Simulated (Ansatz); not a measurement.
# Other spins and charges of Ge–CH2, singlet at one geometry

Geometry (PBE0/def2-TZVP stationary point for this spin, not checked as a minimum):

```xyz
4

Ge    0.0000    0.0000    0.3030
C     0.0000    0.0000   -1.4834
H     0.0000   -0.9122   -2.0790
H     0.0000    0.9122   -2.0790
```

Basis cc-pVDZ; Ansatz 0.2.0. Correlated methods freeze the noble-gas cores and the filled d shells of p-block atoms. R marks a restricted (for open shells ROHF) determinant. Active spaces: valence = (10e, 10o) chosen from the atoms' valence shells. No spin–orbit coupling is included, and no scalar relativity.

Gaps are energies of the second state less the first, at fixed atoms, for a selection of the levels run; each method lands on the state that its own search finds for that charge and spin.

Removing an electron, to the doublet: 8.387 eV at RCCSDTQ.

Large singles or doubles amplitudes warn of static correlation in the Ge–CH2 singlet.

```tsv
level	gap (eV)	error (meV)
RHF	7.130	-1257
RMP2	8.375	-12
RCCSD	8.253	-134
RCCSD(T)	8.373	-14
BCCD(T)	8.374	-13
RCCSDT	8.374	-13
RCCSDT(Q)	8.389	2
CASSCF (valence space)	7.802	-585
NEVPT2 (valence space)	8.219	-168
MRCISD (valence space)	8.311	-76
MRCISD+Q (valence space)	8.376	-11
PBE	8.555	168
r2SCAN	8.491	104
PBE0	8.432	45
B3LYP	8.491	104
wB97M-V	8.403	16
B2PLYP	8.412	25
RPA-PBE	8.481	94
```

**Question.** PBE gives 1.742 eV for triplet less singlet. Estimate what RCCSDTQ gives in cc-pVDZ.

**Answer.** RCCSDTQ in cc-pVDZ gives 1.758 eV, so against it PBE is off by -0.016 eV.

Large singles or doubles amplitudes warn of static correlation in the Ge–CH2 singlet.

```csv
level,gap (eV),error (meV)
RMP2,1.749,-9
RCCSD,1.630,-128
RCCSDT,1.744,-14
RCCSDT(Q),1.760,2
NEVPT2 (valence space),1.751,-7
MRCISD+Q (valence space),1.735,-23
r2SCAN,1.489,-269
PBE0,1.528,-230
B3LYP,1.647,-111
RPA-PBE,1.720,-38
```

In so small a basis the reference is far from its limit while semilocal and hybrid functionals are nearer theirs (RPA and double hybrids share much of the reference's basis error), so the functionals' errors here hold much of the reference's basis and frozen-core error, which can add to them or hide them.

Full CI isn't at hand for all of this; RCCSDTQ serves as the reference, and is uncertain by about the last step of the cluster series.
